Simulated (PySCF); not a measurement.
Electronic absorption of C2H2F2

C₂H₂F₂.
SMILES: `FC(F)=C`

Method used: PySCF, TDDFT B3LYP/def2-SVPD, vertical, gas phase, core orbitals frozen in the response. Isolated species at its PBE0-D3(BJ)/def2-SVP geometry, gas phase.

| state | E (eV) | ν̃ (cm⁻¹) | f | symmetry | main configurations (H = HOMO, L = LUMO) |
| --- | --- | --- | --- | --- | --- |
| S1 | 6.96 | 56110 | 0.036 | B1 or B2 | H→L+1 (100%) |
| S2 | 7.81 | 63010 | 0.343 | A1 | H→L (94%) |
| S3 | 8.02 | 64650 | 0.0037 | B1 or B2 | H→L+2 (99%) |
| S4 | 8.33 | 67180 | 0.0000 | – | H→L+3 (98%) |
| S5 | 9.16 | 73920 | 0.0000 | – | H→L+4 (99%) |
| S6 | 9.58 | 77310 | 0.0078 | B1 or B2 | H→L+6 (97%) |
| S7 | 9.78 | 78910 | 0.012 | A1 | H→L+5 (97%) |
| S8 | 10.02 | 80800 | 0.0000 | – | H-1→L (100%) |
| S9 | 10.21 | 82360 | 0.072 | B1 or B2 | H→L+7 (86%), H-2→L (11%) |
| S10 | 10.62 | 85630 | 0.040 | B1 or B2 | H-2→L (87%), H→L+7 (11%) |

Triplets (Tamm–Dancoff): T1 4.68 eV, H→L (98%); T2 6.71 eV, H→L+1 (98%); T3 7.89 eV, H→L+2 (97%); T4 8.01 eV, H→L+3 (97%).

The lowest singlet comes at 178 nm (671 kJ/mol) in the vacuum ultraviolet; it is of moderate strength; its leading configuration is HOMO→LUMO+1 (100%). The most intense listed level is S2 at 7.81 eV (159 nm, f = 0.343), 0.86 eV above S1. Löwdin shares by element: HOMO carbon 71%, fluorine 21%; LUMO carbon 67%, fluorine 18% (atoms not listed hold the other 15%). Of the 10 states listed, 5 reach f = 0.01 and 3 stay under 0.0005. The listed states span 3.66 eV, and the widest gap between neighbours is 0.86 eV (S1 to S2). Weighted by f, the mean energy of these states is 8.38 eV. The vertical ionisation energy is 10.52 eV (ΔSCF), so S10 and higher lie in the continuum; a finite Gaussian basis only mimics such states. Symmetry labels in C2v follow from the direction of the transition dipole and are given only for states with f of 0.002 or more; B1 and B2 swap with the choice of axes. Singlets were solved by full linear response, triplets in the Tamm–Dancoff approximation.

Time: 7.6 s wall. Hardware: an Arm Neoverse V1 with one thread, no GPU, on a shared host.
